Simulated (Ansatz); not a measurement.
Geometry optimisation, Ansatz 0.2.0, UKS PBE/def2-SVP.

Input:

```yaml
crystal:
  periodic: [false, false, false]
  atoms:
    - { symbol: C, position_ang: [0.12914, 0.73891, -0.4516] }
    - { symbol: C, position_ang: [-0.3336, -0.4323, 0.36301] }
    - { symbol: O, position_ang: [0.49486, -0.92232, 1.34794] }
    - { symbol: S, position_ang: [0.38126, -2.02551, 0.0786] }
    - { symbol: H, position_ang: [-0.05795, 1.66023, 0.0983] }
    - { symbol: H, position_ang: [-0.41262, 0.77573, -1.39392] }
    - { symbol: H, position_ang: [1.19509, 0.65559, -0.64953] }
    - { symbol: H, position_ang: [-1.39619, -0.45032, 0.60721] }
magnetization:
  spin_polarized: true
basis:
  gaussian: { orbitals: def2-SVP }
hamiltonian:
  xc: pbe
relax:
  f_tol: 0.02
  max_steps: 50
```

Run as:

```bash
$ ansatz run input.yaml --threads 2 --pin off --max-ram 3072MiB --backend cpu --events-out ev --progress --plain --runs-dir out
```

Where does it end, and by what steps?

The forces met the threshold. After 5 steps the energy has fallen by 0.140 eV; O3 moved furthest, 0.06 Å.

| step | energy less start (eV) | largest force component (eV/Å) | accepted |
| --- | --- | --- | --- |
| 0 | 0.0000 | 2.083 | yes |
| 1 | -0.0934 | 1.199 | yes |
| 2 | -0.1380 | 0.205 | yes |
| 3 | -0.1383 | 0.127 | yes |
| 4 | -0.1399 | 0.028 | yes |
| 5 | -0.1399 | 0.012 | yes |

```xyz
8
Properties=species:S:1:pos:R:3
C 0.132 0.738 -0.453
C -0.332 -0.440 0.358
O 0.498 -0.882 1.387
S 0.385 -2.077 0.075
H -0.044 1.675 0.118
H -0.434 0.811 -1.404
H 1.213 0.651 -0.675
H -1.418 -0.475 0.594
```

Run time: 13 s on 2 threads of Arm Neoverse V1, with other jobs on the host, peak memory 0.16 GiB.
